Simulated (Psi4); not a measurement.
Process, species as SMILES: C=O (CH2-O) + 2 [H][H] (H2) → C (CH4) + O (H2O)
B3LYP-D3(BJ)/def2-TZVP geometries, fixed; electronic energies without zero-point terms.
Largest species:
```xyz
5

C      0.0000     0.0000     0.0000
H      0.6205     0.6269     0.6390
H     -0.6429    -0.6249     0.6185
H      0.6369    -0.6328    -0.6166
H     -0.6146     0.6308    -0.6409
```
Charge 0, spin multiplicity 1.

How fast the energy of full hydrogenation converges with the basis for several methods (Psi4): deviation from each method's own reference, in kcal/mol. References: HF -58.50 kcal/mol, the value in aug-cc-pVQZ; MP2 -61.29 kcal/mol, Hartree-Fock in aug-cc-pVQZ plus the correlation part extrapolated as X^-3 from aug-cc-pVTZ and aug-cc-pVQZ; PBE -59.26 kcal/mol, the value in aug-cc-pVQZ; wB97X-V -60.29 kcal/mol, the value in aug-cc-pVQZ. Cartesian d functions, on some or all atoms, in 6-31G**, 6-31+G*; all else is spherical. Density fitting with the program's default auxiliary sets. In correlated methods cores are frozen. Psi4's default fitting sets serve the pcseg sets less well. No added dispersion term, no relativity. Functionals ending in -V hold VV10 correlation. 

```
basis              functions     HF    MP2    PBE  wB97X-V
-----------------  ---------  -----  -----  -----  -------
def2-SV(P)                32  12.96  23.69  19.60    17.17
6-31G**                   40   0.10   6.98   6.39     4.18
6-31+G*                   42   2.50  11.35   6.14     4.87
aug-pcseg-1               64   0.70   2.21   0.99     1.02
def2-TZVP                 74   2.07   5.97   3.63     3.06
jun-cc-pV(T+d)Z          106  -0.35   0.37  -0.08    -0.20
6-311++G(3df,3pd)        114   0.24   0.58   0.33     0.23
aug-cc-pVQZ              264   0.00   0.19   0.00     0.00
```

Mean absolute deviation over def2-TZVP, jun-cc-pV(T+d)Z, 6-311++G(3df,3pd): HF 0.89, wB97X-V 1.16, PBE 1.35, MP2 2.31 kcal/mol.
